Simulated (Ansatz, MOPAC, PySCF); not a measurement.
Bond stretch in H2S, SMILES S. The S1–H3 bond (S1 also carries H; H3 carries nothing else) is pulled apart rigidly from the PBE0/def2-TZVP optimised geometry. Each curve is given relative to its own lowest point near equilibrium.

```json
[
 {"R / Å": "1.00", "A": "58.2", "B": "77.3", "C": "77.0", "D": "29.7"},
 {"R / Å": "1.09", "A": "28.5", "B": "36.2", "C": "36.3", "D": "10.5"},
 {"R / Å": "1.13", "A": "19.3", "B": "24.2", "C": "24.5", "D": "5.9"},
 {"R / Å": "1.22", "A": "6.0", "B": "7.5", "C": "7.8", "D": "0.8"},
 {"R / Å": "1.27", "A": "2.1", "B": "2.7", "C": "3.0", "D": "0.0"},
 {"R / Å": "1.31", "A": "0.5", "B": "0.7", "C": "0.9", "D": "0.0"},
 {"R / Å": "1.34", "A": "0.0", "B": "0.0", "C": "0.1", "D": "0.2"},
 {"R / Å": "1.38", "A": "0.2", "B": "0.0", "C": "0.0", "D": "0.8"},
 {"R / Å": "1.42", "A": "1.3", "B": "0.9", "C": "0.7", "D": "1.7"},
 {"R / Å": "1.48", "A": "4.2", "B": "3.4", "C": "3.0", "D": "3.7"},
 {"R / Å": "1.54", "A": "8.5", "B": "7.1", "C": "6.5", "D": "6.5"},
 {"R / Å": "1.65", "A": "18.4", "B": "15.5", "C": "14.6", "D": "14.4"},
 {"R / Å": "1.81", "A": "35.8", "B": "29.4", "C": "28.4", "D": "31.8"},
 {"R / Å": "2.02", "A": "59.4", "B": "46.7", "C": "46.7", "D": "58.2"},
 {"R / Å": "2.19", "A": "77.3", "B": "58.3", "C": "60.3", "D": "77.8"},
 {"R / Å": "2.42", "A": "98.5", "B": "69.8", "C": "76.1", "D": "101.1"},
 {"R / Å": "2.69", "A": "118.6", "B": "78.2", "C": "90.8", "D": "124.5"},
 {"R / Å": "2.92", "A": "131.9", "B": "82.1", "C": "100.4", "D": "140.8"},
 {"R / Å": "3.27", "A": "146.3", "B": "84.9", "C": "111.0", "D": "159.6"},
 {"R / Å": "3.59", "A": "155.3", "B": "85.9", "C": "117.6", "D": "171.8"},
 {"R / Å": "4.06", "A": "164.0", "B": "86.4", "C": "123.5", "D": "183.7"},
 {"R / Å": "4.73", "A": "171.7", "B": "86.6", "C": "127.5", "D": "193.7"}
]
```

Energies in kcal/mol.

Q: Match the curves with the methods SC-NEVPT2 on CASSCF(2,2)/cc-pVDZ, all electrons correlated (PySCF 2.14.0); PM3, restricted, heats of formation (MOPAC 23.2.5); PM6, restricted, heats of formation (MOPAC); restricted PBE/cc-pVDZ run with Ansatz (a quantum-chemistry and plane-wave program).

A: A is PM6; B is NEVPT2; C is RKS-PBE; D is PM3.

The restricted form behind PM6, PM3, RKS-PBE keeps the bonding electrons paired and can't separate into open-shell fragments.
